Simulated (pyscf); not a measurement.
Structures and frequencies: ωB97X-D3(BJ)/def2-SVP in PySCF.

Estimate the classical barrier height and the reaction energy of HS–Sn(Cl)(Cl)–Cl → S=Sn(Cl)–Cl + hydrogen chloride (HCl) at ωB97M-D3(BJ)/def2-TZVP. The step runs on the singlet surface, breaks H–S, Cl–Sn and forms Cl–H; take the reactant's lowest minimum found as zero.

ΔE‡ = 42.1 kcal/mol, ΔE = +46.6 kcal/mol. Zero-point energy shifts the barrier by -1.4 kcal/mol. It is an elimination, with an imaginary mode of 322i cm⁻¹. On the product side the descent ends in an adduct with a Cl–Sn contact, 8.8 kcal/mol under the separated species and 1.4 kcal/mol under the saddle at ωB97X-D3(BJ)/def2-TZVP. At ωB97M-D3(BJ) the saddle lies under the separated products, which points to a path from their complex (located at ωB97X-D3(BJ) alone), and parting the products costs more than the saddle. What is counted as broken (Cl–Sn) persists as a longer contact in the product adduct; parting that adduct is a step of its own. At ωB97X-D3(BJ)/def2-TZVP the barrier from the zero used here is 44.2 kcal/mol. One saddle was located; it need not be the lowest between these sides. Elements past Kr carry the def2 core potentials, without spin-orbit coupling.
